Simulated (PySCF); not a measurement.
C2H6, optimised at B3LYP/6-31G*:

```xyz
8

C     -0.7706     0.0814    -0.0170
C      0.7506    -0.0891     0.0045
H     -1.2373    -0.5921    -0.7452
H     -1.0534     1.1058    -0.2860
H     -1.2103    -0.1360     0.9633
H      1.0335    -1.1135     0.2736
H      1.2173     0.5845     0.7327
H      1.1904     0.1284    -0.9758
```

Method: PySCF energies (xtb for GFN2) plus ideal-gas RRHO corrections (1 bar). 6-31G* has spherical d functions here. All species are closed-shell singlets. B3LYP is the form with VWN-RPA correlation.

Problem. List the harmonic frequencies (cm⁻¹, unscaled) at this level and at the other levels, each on its own geometry.

Solution. 
- B3LYP/6-31G*: 314, 833, 833, 1010, 1236, 1236, 1435, 1455, 1533, 1533, 1538, 1538, 3047, 3048, 3098, 3098, 3123, 3123
- GFN2-xTB: 301, 861, 861, 1069, 1209, 1209, 1400, 1434, 1508, 1508, 1509, 1509, 3024, 3024, 3035, 3041, 3041, 3042
- HF/6-31G*: 327, 890, 890, 1062, 1338, 1338, 1548, 1580, 1645, 1645, 1651, 1651, 3196, 3203, 3246, 3246, 3271, 3271
- PBE/def2-SVP: 309, 797, 797, 1005, 1161, 1161, 1334, 1365, 1427, 1427, 1428, 1428, 2970, 2970, 3043, 3043, 3064, 3064
- PBE0/def2-TZVP: 309, 822, 822, 1025, 1217, 1217, 1399, 1418, 1496, 1496, 1497, 1497, 3049, 3050, 3106, 3106, 3131, 3131
